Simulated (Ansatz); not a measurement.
# [GeH3···H···NH], triplet in cc-pVDZ: errors against UCCSDT(Q)

Geometry: a point of a hydrogen-transfer path between rigid fragments, not a stationary point.

```yaml
atoms:
  - { symbol: Ge, position_ang: [-0.4909, 0.0110, 0.0000] }
  - { symbol: H, position_ang: [-1.0024, 1.4576, 0.0000] }
  - { symbol: H, position_ang: [-1.0024, -0.7123, 1.2528] }
  - { symbol: H, position_ang: [-1.0024, -0.7123, -1.2528] }
  - { symbol: H, position_ang: [1.1011, 0.0110, 0.0000] }
  - { symbol: N, position_ang: [2.4851, 0.0110, 0.0000] }
  - { symbol: H, position_ang: [2.7541, -0.9932, 0.0000] }
```

Basis cc-pVDZ; Ansatz 0.2.0. Only valence electrons are correlated (noble-gas cores and the filled d shells of p-block atoms frozen), which leaves 14 electrons in 51 orbitals. R marks a restricted (for open shells ROHF) determinant, U an unrestricted one. Active spaces: pair = (4e, 4o) about the gap. No spin–orbit coupling is included, and no scalar relativity.

Full CI isn't at hand for all of this; UCCSDT(Q) serves as the reference, and is uncertain by about the last step of the cluster series. The frozen core follows each run's orbitals, which can shift R against U totals by a few meV for light atoms and by up to 0.1 eV past Ca.

```
UHF ⟨S²⟩                          : 2.036
T1 diagnostic (RCCSD)             : 0.0278
largest doubles amplitude (RCCSD) : 0.037
T1 diagnostic (UCCSD)             : 0.0171
```

| level | E − E(UCCSDT(Q)) (kJ/mol) | share of correlation (%) | wall time |
| --- | --- | --- | --- |
| UHF | 763.2 | 3.81 | – |
| UMP2 | 147.6 | 81.40 | – |
| UCCSD | 19.3 | 97.57 | – |
| UCCSD(T) | 3.9 | 99.51 | 4.8 s |
| UCCSDT | 0.9 | 99.89 | – |

The correlation energy at UCCSDT(Q), counted from RHF, is -8.223 eV. That run took 8 s on 2 threads of AMD EPYC 7R13 with a shared H100 80 GB, shared host.

Run but not shown, since their state or frozen core can't be matched to the reference's or they repeat it: RHF, RMP2, CISD, RCCSD, RCCSD(T), BCCD(T), RCCSDT, RCCSDT(Q), CASSCF (pair space), NEVPT2 (pair space), MRCISD (pair space), MRCISD+Q (pair space).

Times hold each run's SCF and search for its determinant on a shared host, so for small cases they say little of a method's own cost; they ran on 1 thread of AMD EPYC 7R13.
